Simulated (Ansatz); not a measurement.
Two shapes of singlet CH₂S.

Shape 1:

```xyz
4

C    -0.0340   -0.0204   -1.0521
S    -0.0354    0.0071    0.5501
H    -0.0320   -0.9570   -1.6398
H    -0.0063    0.8801   -1.6131
```

Shape 2:

```xyz
4

C     0.0098    0.0001   -1.0238
S    -0.0042    0.0088    0.5869
H    -0.0091   -0.9333   -1.6151
H     0.0054    0.9237   -1.6186
```

Basis set: STO-3G (spherical functions). Left uncorrelated: 6 orbitals. Charge 0, multiplicity 1.

Computed with Ansatz (development build ahead of 0.2.0); each method stands on the lowest determinant of its kind that the runs found.

Task: Which shape is lower in energy, and by how much in each method?

Result:

```
 method  E(2) − E(1) (eV)
    RHF            -0.009
RHF-MP2            -0.063
```

Shape 2 is lower.
